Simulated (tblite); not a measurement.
Compound: C4H8P (charge -1).
Bonds: C1–C2 (double), C2–P3, P3–C4, C4–C5. Hydrogens: H6, H7 on C1; H8 on C2; H9, H10 on C4; H11, H12, H13 on C5.

A start from a force field or distance geometry was refined with GFN2-xTB geometry optimisation, gas phase in tblite 0.8.0. Values at the start:

```json
{"coordinate": "C1=C2", "start": "1.331 Å"}
{"coordinate": "C1–H6", "start": "1.099 Å"}
{"coordinate": "C1–H7", "start": "1.081 Å"}
{"coordinate": "C2–P3", "start": "1.772 Å"}
{"coordinate": "C2–H8", "start": "1.117 Å"}
{"coordinate": "P3–C4", "start": "1.828 Å"}
{"coordinate": "C4–C5", "start": "1.531 Å"}
{"coordinate": "C4–H9", "start": "1.090 Å"}
{"coordinate": "C5–H11", "start": "1.111 Å"}
{"coordinate": "C1–C2–P3", "start": "124.4°"}
{"coordinate": "C2–P3–C4", "start": "112.5°"}
{"coordinate": "P3–C4–C5", "start": "106.5°"}
{"coordinate": "C1–C2–P3–C4", "start": "-68°"}
{"coordinate": "C2–P3–C4–C5", "start": "-66°"}
```

How do these coordinates change at the GFN2-xTB level?

```json
{"coordinate": "P3–C4", "GFN2-xTB (Å or °)": "1.877", "change": "+0.049"}
{"coordinate": "C2–H8", "GFN2-xTB (Å or °)": "1.091", "change": "-0.026"}
{"coordinate": "C1–H6", "GFN2-xTB (Å or °)": "1.078", "change": "-0.021"}
{"coordinate": "C5–H11", "GFN2-xTB (Å or °)": "1.095", "change": "-0.016"}
{"coordinate": "C1=C2", "GFN2-xTB (Å or °)": "1.345", "change": "+0.014"}
{"coordinate": "C2–P3", "GFN2-xTB (Å or °)": "1.759", "change": "-0.013"}
{"coordinate": "C4–C5", "GFN2-xTB (Å or °)": "1.523", "change": "-0.008"}
{"coordinate": "C4–H9", "GFN2-xTB (Å or °)": "1.094", "change": "+0.004"}
{"coordinate": "C1–H7", "GFN2-xTB (Å or °)": "1.084", "change": "+0.003"}
{"coordinate": "C2–P3–C4", "GFN2-xTB (Å or °)": "101.3", "change": "-11.2"}
{"coordinate": "C1–C2–P3", "GFN2-xTB (Å or °)": "133.1", "change": "+8.7"}
{"coordinate": "P3–C4–C5", "GFN2-xTB (Å or °)": "114.1", "change": "+7.6"}
{"coordinate": "C1–C2–P3–C4", "GFN2-xTB (Å or °)": "-1", "change": "+67"}
{"coordinate": "C2–P3–C4–C5", "GFN2-xTB (Å or °)": "-78", "change": "-12"}
```

The energy falls by 82.4 kJ/mol over 73 L-BFGS steps, the largest force on an atom goes from 2.70 to 0.008 eV/Å, and the atoms move by 0.658 Å rms after alignment. The bond that changes most is P3–C4 (ends: phosphorus bonded to 2 C; sp3 carbon bound to phosphorus), which lengthens by 0.049 Å. Bonds longer at the end by more than 0.005 Å: 2 of 12; shorter: 8. Among the dihedrals that turn most is C1–C2–P3–C4, from -68° to -1°. Rotational constants go from 6770, 2491, 2176 to 5300, 3118, 2193 MHz.

On an Arm Neoverse V1 with one thread, no GPU (shared host), this took 0.32 s wall.

Its GFN2-xTB frequencies are all real (lowest 110 cm⁻¹).

One conformer stands for the species.

All values are computed, not measured.
